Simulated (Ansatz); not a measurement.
Ansatz (a first-principles code) input (HF/6-31G):

Ansatz 0.2 input:
```yaml
crystal:
  periodic: [false, false, false]
  atoms:
    - {symbol: H, position_ang: [-0.00000000, -0.00000000, -0.37201156]}
    - {symbol: H, position_ang: [0.00000000, 0.00000000, 0.37201156]}
basis:
  gaussian:
    orbitals: 6-31G
hamiltonian:
  xc: {name: HF}
output: {forces: true}
magnetization: {spin_polarized: false}
```

Output:

```
Functional definition: HF
integrals: 0.00 GiB planned
64 factors; integrals over basis functions are off by at most 1.7e-3 eV
mean field: 0.03 GiB planned
mean field evaluation 1: about -30.6119 eV, gradient 3.6e0 eV
mean field evaluation 2: about -30.6097 eV, gradient 3.5e0 eV
mean field evaluation 4: about -30.6588 eV, gradient 7.1e-4 eV
mean field evaluation 8: about -30.6588 eV, gradient 2.3e-6 eV
mean field -30.65877348 eV, -1.1266891440 hartree, gradient 2.3e-6 eV, S^2 0.000000; 0 other end points of the search recorded, 0 dependent functions left out
the calculation of the forces begins
reference -30.65877348 eV, -1.1266891440 hartree; 1, 1 occupied and 3, 3 virtual orbitals, 64 factors
Total energy: -30.65877348 eV, -1.1266891440 hartree
Atom 0 at    -0.000000    -0.000000    -0.372012 Å, force    -0.000000    -0.000000     0.537897 eV/Å
Atom 1 at     0.000000     0.000000     0.372012 Å, force    -0.000000    -0.000000    -0.537897 eV/Å
Dipole moment:     0.000000     0.000000    -0.000000 e Å
```
